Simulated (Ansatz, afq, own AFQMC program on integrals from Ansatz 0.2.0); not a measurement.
Two steps: Ansatz 0.2.0 writes the Fock matrix and Cholesky factors of the valence space, and afq projects on them the lowest state that overlaps trial and start.

```yaml
crystal:
  periodic: [false, false, false]
  atoms:
    - {symbol: Al, position_ang: [0.382460, 0.000000, 1.105165]}
    - {symbol: C, position_ang: [-1.247004, 0.000000, 0.042930]}
    - {symbol: Cl, position_ang: [0.131386, 0.000000, -0.855631]}
basis:
  gaussian: {orbitals: cc-pVDZ}
magnetization: {spin_polarized: true, initial_magnetization: 2}
correlation: {method: ccsd_t, electrons: outside_noble_gas, hamiltonian_folder: ham}
```

```sh
$ ansatz run in.yaml --threads 1 --pin off --events-out ev --progress --plain --max-ram 1382MiB
```

Options of the walk:

```
--method phaseless --trial cisd --walkers 60 --populations 1 --least-time 40 --time-step 0.005 --steps-per-block 50 --equilibration-blocks 28 --max-blocks 300 --target-error 0.00045 --factor-cut 1e-05 --start spin_pure --seed 3101 --release-times 0.24,0.51,0.99,1.62,2.4 --release-step 0.03 --release-every 4 --taylor-order 6
```

Times are imaginary, in 1/Eh. The walk had a cap of 1812 s.

```
orbitals 39  electrons 8 6  factors 309 of 511
reference energy -739.09578947 Eh
CCSD correlation -0.30406662 Eh in 16 cycles, weight of the determinant in the CISD state 0.8346
energy of the start -739.397532 Eh
 block  time / (1/Eh)  mean weight  energy / Eh
     1     0.250  0.9996  -739.393046
     2     0.500  0.9998  -739.396018
     3     0.750  0.9981  -739.400599
     4     1.000  0.9991  -739.400341
     5     1.250  1.0031  -739.402841
     8     2.000  0.9999  -739.407116
    17     4.250  0.9972  -739.411287
    41    10.250  1.0016  -739.405616
    65    16.250  1.0007  -739.404566
    89    22.250  1.0002  -739.415952
   105    26.250  1.0010  -739.433577
   113    28.250  0.9993  -739.415738
   137    34.250  0.9996  -739.416866
   161    40.250  1.0003  -739.412884
   185    46.250  1.0000  -739.405950
   209    52.250  1.0004  -739.415531
   233    58.250  0.9997  -739.419043
   257    64.250  0.9989  -739.411699
   281    70.250  1.0017  -739.411428
   305    76.250  1.0012  -739.412054
   313    78.250  0.9995  -739.399165
   321    80.250  1.0004  -739.412139
blocks merged  error / Eh  count
     1  0.000355  300
     2  0.000442  150
     4  0.000548  75
     8  0.000635  37
    16  0.000757  18
    32  0.000696  9
released: time / (1/Eh)  energy / Eh  error  mean overlap
  0.24  -739.410599  0.000526  0.9993
  0.51  -739.410904  0.000476  1.0040
  0.99  -739.411768  0.000634  0.9958
  1.62  -739.411945  0.000667  0.9798
  2.40  -739.412234  0.001097  0.9551
energy -739.411229 +/- 0.000757 Eh
(rows thinned)
```

Estimate how long the walk took on 1 thread of AMD EPYC 9R45 96-Core Processor (Zen 5), on a shared host.

5.6 min of wall time.

The run passed its tests (sampling time, drift between the halves within three errors, error under three times the target), which doesn't prove that it has relaxed.

Against this walk (error 20.6 meV) on the same determinant: CCSD(T) 35.9 meV higher (within the noise), CCSDT(Q) 20.7 meV lower (within the noise). The error is statistical and leaves out the bias of the constraint. Released to 2.40 1/Eh the energy moves by -27 ± 36 meV (both errors), within twice the noise.

Cautions: constraint bias not in the error; error above the target (20.6 against 12.2 meV); lower spins were not checked; the determinant is a saddle point among determinants of its kind.

CCSDT and higher add their correlation energy to the determinant of the CCSD(T) run, since their own runs factorise the integrals more tightly (a shift of under 2 meV). A walk keeps the symmetry of its determinant, which the program's search chose and which needn't be the lowest solution, so a lower state of the same spin and another symmetry isn't excluded.
